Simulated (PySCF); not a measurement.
Species: pyrimidine, C₄H₄N₂.
Cartesian coordinates in Å at the GFN2-xTB level; atoms count from 1:
```
atom  x, y, z in Å
C1    -1.1296    0.1308    0.0859
C2    -0.2700    1.2162   -0.0113
N3     1.0412    1.0669   -0.1155
C4     1.4974   -0.1722   -0.1211
N5     0.7773   -1.2755   -0.0323
C6    -0.5335   -1.1224    0.0713
H7    -2.1970    0.2542    0.1690
H8    -0.6326    2.2365   -0.0060
H9     2.5693   -0.2961   -0.2068
H10   -1.1136   -2.0338    0.1442
```

The calculation used PySCF, TDDFT CAM-B3LYP/def2-SVPD, vertical, gas phase, core orbitals frozen in the response.

Transition dipole moments from the ground state, in atomic units and in the frame of the coordinates above (overall signs are arbitrary), for the states with f of 0.002 or more among the lowest 8:

```tsv
state	E (eV)	μx	μy	μz
S1	4.549	-0.018	-0.006	-0.221
S3	5.953	0.061	0.547	-0.019
S5	6.220	0.017	0.006	0.192
S6	6.819	-0.536	0.061	0.042
S8	7.798	1.514	-0.175	-0.118
```

Question: What oscillator strength does each state have?

Answer: f = (2/3) ΔE |μ|² with ΔE in hartree (27.2114 eV).

```tsv
state	|μ|² (au)	|μ| (D)	f
S1	0.049	0.56	0.005
S3	0.303	1.40	0.044
S5	0.037	0.49	0.006
S6	0.293	1.38	0.049
S8	2.336	3.88	0.446
```

Question: The point group is C2v. Which irreducible representation does each state belong to?

Answer: From a totally symmetric ground state, an allowed state transforms like the component of the dipole operator along its μ. Polarised along the twofold axis, so A1: S6 and S8. Polarised across the twofold axis, so B1 or B2: S1, S3 and S5. Which of B1 and B2 hangs on the choice of axes; S1 and S5 take one label and S3 the other.

Question: All atoms lie in one plane. Which transitions are polarised in it and which across it?

Answer: In the plane: S3, S6 and S8. Perpendicular: S1 and S5. In-plane polarisation joins two orbitals of the same parity under reflection in the plane (π with π, or σ with σ, in-plane lone pairs counted as σ); perpendicular polarisation joins orbitals of opposite parity.

Question: Which bond between heavy atoms lies closest to the direction of the S8 transition dipole?

Answer: N5–C6 and C2–N3, at 0° from it; next C1–C6 and C1–C2 at 58°.

Question: What angle do the transition dipoles of S6 and S8 make?

Answer: |cos θ| = |μa·μb| / (|μa| |μb|) = 1.00, so θ ≈ 0° (taken between 0 and 90°, since the signs are arbitrary).

Question: How is the summed strength of these states shared among x, y and z?

Answer: (2/3) Σ ΔE μα² gives 0.486 for x, 0.050 for y and 0.014 for z, 0.551 in all.

Question: What peak molar absorption coefficient would the strongest computed level give as a lone Gaussian band 0.4 eV wide at half height?

Answer: ε(max) = 2.175×10⁸ f / FWHM, with the width in cm⁻¹. S8: 2.175×10⁸ × 0.4462 / 3226 ≈ 30000 L mol⁻¹ cm⁻¹.
